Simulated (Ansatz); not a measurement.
## Nudged elastic band run: C₂H₆OS₂

input.yaml

```yaml
crystal:
  periodic: [false, false, false]
  atoms:
    - { symbol: C, position_ang: [-1.024484, -0.238039, 0.876761] }
    - { symbol: C, position_ang: [0.244161, 0.004806, 0.076573] }
    - { symbol: O, position_ang: [1.319739, -0.082632, 0.974666] }
    - { symbol: S, position_ang: [0.07764, 1.692655, -0.718267] }
    - { symbol: S, position_ang: [0.531779, -1.328042, -1.21727] }
    - { symbol: H, position_ang: [-1.150034, 0.55457, 1.629373] }
    - { symbol: H, position_ang: [-0.939786, -1.202746, 1.393045] }
    - { symbol: H, position_ang: [-1.903983, -0.258957, 0.223466] }
    - { symbol: H, position_ang: [2.142666, 0.120677, 0.486653] }
    - { symbol: H, position_ang: [1.128439, 1.530961, -1.573647] }
    - { symbol: H, position_ang: [-0.360837, -0.850153, -2.130853] }
basis:
  gaussian: { orbitals: def2-mTZVP }
hamiltonian:
  xc: pbe
  dispersion: d4
neb:
  order_check: false
  images: 9
  f_tol: 0.05
  max_iterations: 60
  final_atoms:
    - { symbol: C, position_ang: [-0.97979616, -0.17111486, 0.975911] }
    - { symbol: C, position_ang: [0.09046751, 0.08165502, -0.08344178] }
    - { symbol: O, position_ang: [1.38951381, 0.20663113, 0.46807714] }
    - { symbol: S, position_ang: [-0.29535909, 1.69989613, -0.88695663] }
    - { symbol: S, position_ang: [0.02098401, -1.38751072, -1.25059438] }
    - { symbol: H, position_ang: [-0.90964771, 0.60839359, 1.7453488] }
    - { symbol: H, position_ang: [-0.81371234, -1.14952178, 1.45019091] }
    - { symbol: H, position_ang: [-1.98839647, -0.16175053, 0.54115802] }
    - { symbol: H, position_ang: [1.68975024, -0.7034132, 0.6756351] }
    - { symbol: H, position_ang: [0.92387979, 1.80611948, -1.48793441] }
    - { symbol: H, position_ang: [0.93761641, -0.88628426, -2.12689378] }
  initial_path:
    images:
      - { positions_ang: [[-1.024484, -0.238039, 0.876761], [0.244161, 0.004806, 0.076573], [1.319739, -0.082632, 0.974666], [0.07764, 1.692655, -0.718267], [0.531779, -1.328042, -1.21727], [-1.150034, 0.55457, 1.629373], [-0.939786, -1.202746, 1.393045], [-1.903983, -0.258957, 0.223466], [2.142666, 0.120677, 0.486653], [1.128439, 1.530961, -1.573647], [-0.360837, -0.850153, -2.130853]] }
      - { positions_ang: [[-1.01173148, -0.24121429, 0.89345978], [0.22112388, 0.01337911, 0.05600645], [1.31491305, -0.02255488, 0.91951546], [0.03569684, 1.66394606, -0.77510921], [0.49178277, -1.33689168, -1.20555994], [-1.14291396, 0.57140286, 1.63477408], [-0.90735661, -1.18032922, 1.42818721], [-1.90990905, -0.27522905, 0.26622954], [2.08775724, -0.01237972, 0.49190134], [1.1157565, 1.56783438, -1.53257002], [-0.22981917, -0.80486357, -2.15633468]] }
      - { positions_ang: [[-0.99897897, -0.24438957, 0.91015855], [0.19808677, 0.02195222, 0.0354399], [1.3100871, 0.03752224, 0.86436491], [-0.00624632, 1.63523712, -0.83195141], [0.45178653, -1.34574136, -1.19384988], [-1.13579392, 0.58823572, 1.64017515], [-0.87492722, -1.15791243, 1.46332942], [-1.9158351, -0.2915011, 0.30899307], [2.03284847, -0.14543645, 0.49714968], [1.10307399, 1.60470775, -1.49149303], [-0.09880134, -0.75957413, -2.18181636]] }
      - { positions_ang: [[-0.98622645, -0.24756486, 0.92685733], [0.17504965, 0.03052533, 0.01487335], [1.30526115, 0.09759935, 0.80921437], [-0.04818947, 1.60652818, -0.88879362], [0.4117903, -1.35459104, -1.18213982], [-1.12867388, 0.60506858, 1.64557623], [-0.84249783, -1.13549565, 1.49847163], [-1.92176116, -0.30777315, 0.35175661], [1.97793971, -0.27849317, 0.50239802], [1.09039149, 1.64158113, -1.45041605], [0.0322165, -0.7142847, -2.20729805]] }
      - { positions_ang: [[-0.97347394, -0.25074015, 0.9435561], [0.15201253, 0.03909844, -0.0056932], [1.3004352, 0.15767647, 0.75406383], [-0.09013263, 1.57781924, -0.94563583], [0.37179407, -1.36344072, -1.17042976], [-1.12155384, 0.62190144, 1.6509773], [-0.81006844, -1.11307887, 1.53361384], [-1.92768721, -0.3240452, 0.39452014], [1.92303094, -0.41154989, 0.50764637], [1.07770898, 1.67845451, -1.40933906], [0.16323433, -0.66899526, -2.23277973]] }
      - { positions_ang: [[-0.96072142, -0.25391544, 0.96025488], [0.12897541, 0.04767155, -0.02625975], [1.29560925, 0.21775359, 0.69891328], [-0.13207579, 1.5491103, -1.00247804], [0.33179784, -1.3722904, -1.1587197], [-1.1144338, 0.6387343, 1.65637838], [-0.77763905, -1.09066208, 1.56875606], [-1.93361326, -0.34031725, 0.43728368], [1.86812218, -0.54460661, 0.51289471], [1.06502648, 1.71532788, -1.36826208], [0.29425216, -0.62370583, -2.25826141]] }
      - { positions_ang: [[-0.96453637, -0.23735532, 0.9633861], [0.12127383, 0.05446824, -0.03769616], [1.31439016, 0.2155291, 0.65274605], [-0.16473245, 1.57926746, -0.97937375], [0.26963507, -1.37533447, -1.17709464], [-1.07347658, 0.63266616, 1.67417246], [-0.78485371, -1.10243402, 1.54504303], [-1.9445699, -0.30460391, 0.45805855], [1.83244779, -0.57636793, 0.54544279], [1.03679714, 1.7334862, -1.39219655], [0.42292501, -0.67622151, -2.23198789]] }
      - { positions_ang: [[-0.96835132, -0.2207952, 0.96651733], [0.11357225, 0.06126494, -0.04913256], [1.33317107, 0.21330461, 0.60657883], [-0.19738911, 1.60942463, -0.95626947], [0.20747231, -1.37837853, -1.19546957], [-1.03251936, 0.62659801, 1.69196655], [-0.79206836, -1.11420596, 1.52133], [-1.95552655, -0.26889056, 0.47883341], [1.7967734, -0.60812925, 0.57799087], [1.0085678, 1.75164452, -1.41613101], [0.55159786, -0.7287372, -2.20571436]] }
      - { positions_ang: [[-0.97216627, -0.20423509, 0.96964855], [0.10587067, 0.06806163, -0.06056897], [1.35195198, 0.21108012, 0.5604116], [-0.23004577, 1.6395818, -0.93316519], [0.14530954, -1.3814226, -1.21384451], [-0.99156215, 0.62052987, 1.70976063], [-0.79928302, -1.1259779, 1.49761697], [-1.96648319, -0.23317722, 0.49960828], [1.76109902, -0.63989057, 0.61053894], [0.98033847, 1.76980284, -1.44006548], [0.68027071, -0.78125288, -2.17944083]] }
      - { positions_ang: [[-0.97598121, -0.18767497, 0.97277978], [0.09816909, 0.07485832, -0.07200538], [1.3707329, 0.20885562, 0.51424437], [-0.26270243, 1.66973896, -0.91006091], [0.08314678, -1.38446666, -1.23221945], [-0.95060493, 0.61446173, 1.72755472], [-0.80649768, -1.13774984, 1.47390394], [-1.97743983, -0.19746388, 0.52038315], [1.72542463, -0.67165189, 0.64308702], [0.95210913, 1.78796116, -1.46399994], [0.80894356, -0.83376857, -2.15316731]] }
      - { positions_ang: [[-0.97979616, -0.17111486, 0.975911], [0.09046751, 0.08165502, -0.08344178], [1.38951381, 0.20663113, 0.46807714], [-0.29535909, 1.69989613, -0.88695663], [0.02098401, -1.38751072, -1.25059438], [-0.90964771, 0.60839359, 1.7453488], [-0.81371234, -1.14952178, 1.45019091], [-1.98839647, -0.16175053, 0.54115802], [1.68975024, -0.7034132, 0.6756351], [0.92387979, 1.80611948, -1.48793441], [0.93761641, -0.88628426, -2.12689378]] }
```

Run as:

```bash
$ ansatz run input.yaml --threads 2 --pin off --max-ram 3072MiB --backend cpu --events-out ev --progress --plain --runs-dir out
```

Output, in part (warnings, iteration lines, the closing report on the highest movable image, with atoms numbered from 0):

```
NEB end point (image 0): max|allowed force component| = 7.216e-3 eV/Å (the criterion of neb.relax_end_points is 1.000e-2)
NEB end point (image 10): max|allowed force component| = 1.553e-2 eV/Å (the criterion of neb.relax_end_points is 1.000e-2)
NEB iter   1: max|band force component| = 9.625e0 eV/Å  barrier→ = 1.2197 eV  barrier← = 1.1544 eV  Δτ_max = 0.1885 Å  (330 SCF iters)
NEB iter   2: max|band force component| = 1.221e0 eV/Å  barrier→ = 0.2007 eV  barrier← = 0.1354 eV  Δτ_max = 0.0988 Å  (277 SCF iters)
NEB iter   3: max|band force component| = 6.554e-1 eV/Å  barrier→ = 0.1169 eV  barrier← = 0.0516 eV  Δτ_max = 0.1046 Å  (282 SCF iters)
NEB iter   4: max|band force component| = 2.528e-1 eV/Å  barrier→ = 0.1016 eV  barrier← = 0.0363 eV  CI = image 7  Δτ_max = 0.1189 Å  (283 SCF iters)
NEB iter   5: max|band force component| = 1.320e-1 eV/Å  barrier→ = 0.0932 eV  barrier← = 0.0279 eV  CI = image 7  Δτ_max = 0.0483 Å  (282 SCF iters)
NEB iter   6: max|band force component| = 7.728e-2 eV/Å  barrier→ = 0.0911 eV  barrier← = 0.0258 eV  CI = image 7  Δτ_max = 0.0403 Å  (289 SCF iters)
NEB iter   7: max|band force component| = 4.035e-2 eV/Å  barrier→ = 0.0908 eV  barrier← = 0.0255 eV  CI = image 7  Δτ_max = 0.0000 Å  (763 SCF iters)
Total energy: -25876.84026121 eV, -950.9563396471 hartree
Atom 0 at    -1.023860    -0.179595     0.976651 Å, force     0.002472     0.000774     0.014627 eV/Å
Atom 1 at     0.103984     0.036766    -0.023368 Å, force     0.009807    -0.015923    -0.018201 eV/Å
Atom 2 at     1.338936     0.191843     0.655494 Å, force    -0.022319    -0.006011    -0.012740 eV/Å
Atom 3 at    -0.282995     1.599778    -0.968551 Å, force    -0.006183     0.023833    -0.010872 eV/Å
Atom 4 at     0.166837    -1.473448    -1.135484 Å, force    -0.009945    -0.005912     0.025518 eV/Å
Atom 5 at    -0.979605     0.612188     1.735682 Å, force    -0.001124    -0.001408     0.001071 eV/Å
Atom 6 at    -0.896906    -1.149820     1.478419 Å, force    -0.001931    -0.003304     0.000123 eV/Å
Atom 7 at    -2.006665    -0.158648     0.487942 Å, force     0.005836    -0.002619    -0.005600 eV/Å
Atom 8 at     1.923988    -0.523577     0.338553 Å, force     0.017176    -0.000414     0.008161 eV/Å
Atom 9 at     1.016033     1.822106    -1.314288 Å, force     0.004277    -0.000428     0.003490 eV/Å
Atom 10 at     0.705554    -0.834493    -2.210549 Å, force     0.001933     0.011411    -0.005577 eV/Å
Dipole moment:     0.180845    -0.124649    -0.079961 e Å
```

The forces met the threshold. A vibrational analysis at the climbing image gives one clearly imaginary mode, 204i cm⁻¹: a first-order saddle point.

Final band (atoms are numbered from 1 in the order of the input):

| image | path coordinate (Å) | energy (kJ/mol) | dihedral O3–C2–S5–H11 (°) |
| --- | --- | --- | --- |
| 0 | 0.00 | 0.0 | -165 |
| 1 | 0.25 | 0.5 | -155 |
| 2 | 0.49 | 1.8 | -144 |
| 3 | 0.74 | 3.6 | -133 |
| 4 | 0.99 | 5.4 | -120 |
| 5 | 1.23 | 6.8 | -108 |
| 6 | 1.48 | 8.0 | -96 |
| 7 | 1.73 | 8.8 | -87 |
| 8 | 1.95 | 8.1 | -78 |
| 9 | 2.17 | 6.8 | -70 |
| 10 | 2.40 | 6.3 | -63 |

The run took 3.2 min on 2 threads of Arm Neoverse V1, with other jobs on the host, peak memory 0.17 GiB.
